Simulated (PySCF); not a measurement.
From one molecule to another.

First species: ABN, C₇H₆N₂.
Bonds: N1–C2 (triple), C2–C3, C3–C4 (aromatic), C4–C5 (aromatic), C5–C6 (aromatic), C6–N7, C6–C8 (aromatic), C8–C9 (aromatic), C3–C9 (aromatic). Hydrogens: H10 on C4; H11 on C5; H12, H13 on N7; H14 on C8; H15 on C9.

Second species: para-cyanophenol, C₇H₅NO.
SMILES: `c1(O)ccc(cc1)C#N`

Levels: B97-2/pcSseg-2 for dipole moment, HOMO energy, LUMO energy and HOMO–LUMO gap; PBE0-D3(BJ)/def2-TZVP for rotational constant A and rotational constant C. Geometries: PBE0-D3(BJ)/def2-TZVP. Each structure is a single optimised conformer of the isolated species, non-relativistic unless stated; the electronic structure was computed with PySCF and density fitting.

Dipoles, sizes and rotational constants follow the conformer. The torsions of the flexible species, by atom-mapped SMILES:
- `[N:1]#[C:2][c:3]1[cH:4][cH:5][c:6]([NH2:7])[cH:8][cH:9]1`: H–N7–C6–C5 162°, H–N7–C6–C5 21°
- `[N:1]#[C:2][c:3]1[cH:4][cH:5][c:6]([OH:7])[cH:8][cH:9]1`: H–O7–C6–C5 180°

Problem. Which of the two has the higher rotational constant A, and by how much?

Solution. The second: 5.680 GHz against 5.646 GHz, a difference of 0.034 GHz.

Problem. Which of the two has the higher LUMO energy, and by how much?

Solution. The first: -1.05 eV against -1.30 eV, a difference of 0.25 eV.

Problem. Which of the two has the higher dipole moment, and by how much?

Solution. The first: 6.94 D against 5.31 D, a difference of 1.63 D.

Problem. Which has the higher HOMO–LUMO gap?

Solution. The second: 5.64 eV against 5.28 eV, a difference of 0.36 eV.

Problem. Which has the higher HOMO energy?

Solution. The first: -6.33 eV against -6.94 eV, a difference of 0.61 eV.

On the first: The dipole matches unit charges of opposite sign 1.45 Å apart (1 e·Å = 4.8032 D). Geometry: PBE0-D3(BJ)/def2-TZVP; no solvent, vibrations or thermal averaging.

On the second: The dipole matches unit charges of opposite sign 1.10 Å apart (1 e·Å = 4.8032 D). A dipole of 5.31 D is allowed in Cs, and pure rotational transitions are dipole-allowed. Geometry: PBE0-D3(BJ)/def2-TZVP, one conformer, isolated molecule.
